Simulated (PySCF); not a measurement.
# SCO, singlet: cost against accuracy

Geometry (MP2(full)/6-31G*, from the G2/97 set):

```xyz
3

O     0.0000    0.0000   -1.3076
C     0.0000    0.0000   -0.1288
S     0.0000    0.0000    1.4364
```

Measured, as an electronic atomization energy: 333.5 kcal/mol (G2/97 heats of formation of molecule and atoms, with zero-point and thermal terms from B3LYP taken off; Curtiss et al., J. Chem. Phys. 106, 1063 (1997), Staroverov et al., J. Chem. Phys. 119, 12129 (2003)). The measured value holds scalar relativity and spin–orbit coupling, which all computed ones lack, and core correlation, which the wave-function levels lack. Atoms are taken at the same level; beside RHF, RMP2 and RCC rows they are unrestricted. (Q) wasn't run for open shells, so the atoms' step beyond CCSDT comes from their full CI. PySCF 2.14.0; the 6-31G* set has Cartesian d functions; a miss is computed less measured; times are wall times on shared hosts and scatter by a factor of two or so; they hold the correlated step alone (with one SCF for RCCSD(T)), and functionals start from a converged Hartree–Fock density. B3LYP has the VWN-RPA form, and B2PLYP's MP2 part freezes the cores. A small miss in a small set is a cancellation of the method's error against the basis error.

```csv
level,basis,miss (kcal/mol),time of the run,hardware
RHF,STO-3G,-163.6,–,–
RCCSD(T),STO-3G,-52.5,0.15 s,1 CPU thread
RCCSDT(Q),STO-3G,-52.2,0.95 s,1 CPU thread
full CI,STO-3G,-52.2,0.56 s,1 CPU thread
PBE,STO-3G,41.4,0.88 s,1 CPU thread
r2SCAN,STO-3G,16.3,1.3 s,1 CPU thread
B3LYP,STO-3G,0.6,0.85 s,1 CPU thread
B2PLYP,STO-3G,-21.0,0.84 s,1 CPU thread
RHF,6-31G,-193.5,–,–
RCCSD(T),6-31G,-83.4,0.31 s,1 CPU thread
RCCSDT(Q),6-31G,-82.5,17 s,1 CPU thread
PBE,6-31G,-14.8,1.4 s,1 CPU thread
r2SCAN,6-31G,-36.0,2.2 s,1 CPU thread
B3LYP,6-31G,-47.0,1.4 s,1 CPU thread
B2PLYP,6-31G,-57.0,1.3 s,1 CPU thread
RHF,6-31G*,-135.8,–,–
RCCSD(T),6-31G*,-26.8,1.2 s,1 CPU thread
RCCSDT(Q),6-31G*,-25.7,4.6 min,1 CPU thread
PBE,6-31G*,23.4,2.2 s,1 CPU thread
r2SCAN,6-31G*,4.5,3.8 s,1 CPU thread
B3LYP,6-31G*,-5.2,2.1 s,1 CPU thread
wB97M-V,6-31G*,-0.3,13 s,1 CPU thread
B2PLYP,6-31G*,-8.0,2.1 s,1 CPU thread
RHF,cc-pV(D+d)Z,-135.1,1.4 s,1 CPU thread
RMP2,cc-pV(D+d)Z,-8.2,–,–
RCCSDT(Q),cc-pV(D+d)Z,-28.0,6 min,1 CPU thread
PBE,cc-pV(D+d)Z,24.4,2.5 s,1 CPU thread
r2SCAN,cc-pV(D+d)Z,5.3,4.2 s,1 CPU thread
B3LYP,cc-pV(D+d)Z,-4.2,2.4 s,1 CPU thread
B2PLYP,cc-pV(D+d)Z,-7.6,2.4 s,1 CPU thread
RHF,cc-pV(T+d)Z,-129.6,14 s,1 CPU thread
PBE,cc-pV(T+d)Z,26.5,5.7 s,1 CPU thread
r2SCAN,cc-pV(T+d)Z,8.7,11 s,1 CPU thread
B3LYP,cc-pV(T+d)Z,-0.9,5.8 s,1 CPU thread
B2PLYP,cc-pV(T+d)Z,0.6,5.9 s,1 CPU thread
RHF,cc-pV(Q+d)Z,-128.8,–,–
RMP2,cc-pV(Q+d)Z,17.7,–,–
PBE,cc-pV(Q+d)Z,26.9,60 s,1 CPU thread
r2SCAN,cc-pV(Q+d)Z,8.9,80 s,1 CPU thread
B3LYP,cc-pV(Q+d)Z,-0.3,57 s,1 CPU thread
```

HF's time is that of a plain UHF run. A dash: the level came out of a higher level's run.

A composite of the best parts (restricted reference, at this geometry, which isn't the minimum of the high levels):

```csv
part,kcal/mol
"Hartree–Fock limit (T, Q; exp(−5.46 √X))",204.92
"CCSD(T) correlation limit (T, Q; X⁻³)",128.64
CCSDT − CCSD(T) (DZ),-0.11
(Q) (DZ),1.21
sum,334.7
sum less measured,1.2
```
